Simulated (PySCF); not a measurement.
Mapped SMILES: `[BH2:1][F:2]`; H(Xn) means a hydrogen on atom n.

Geometry: PBE0-D3(BJ)/def2-SVP; GIAO shifts from PySCF, gas phase, non-relativistic, averaged over equivalent atoms.

At PBE0/pcSseg-1 (44 basis functions, 3.2 s wall time on 1 thread of an Arm Neoverse N1, shared host):
| atoms | δ (ppm) |
| --- | --- |
| B1 | 55.5 |
| F2 | 26.7 |
| H(B1) | 5.47 |

Shifts are taken against calculated references (same method and geometry level): BF3·OEt2 for 11B (σ = 100.73 ppm); CFCl3 for 19F (σ = 177.25 ppm); TMS for 1H (σ = 31.27 ppm).

**Question.** Estimate the result of repeating the calculation with mPW1PW91/pcSseg-2.

**Answer.** 
| atoms | δ at mPW1PW91/pcSseg-2 | change |
| --- | --- | --- |
| B1 | 56.0 | +0.5 |
| F2 | 15.9 | -10.8 |
| H(B1) | 5.46 | -0.01 |

Chemical shifts δ = σref − σ; 11B (99.12 ppm) against BF3·OEt2; 19F (177.19 ppm) vs CFCl3; TMS for 1H (31.29 ppm), all at this level.

The largest change is at F2 (fluorine bonded to B). Cost: 100 basis functions, 3.1 s wall time on 1 thread of an Arm Neoverse N1, shared host.

Unscaled 19F shifts against computed CFCl3 carry errors that often reach 10 to 50 ppm.
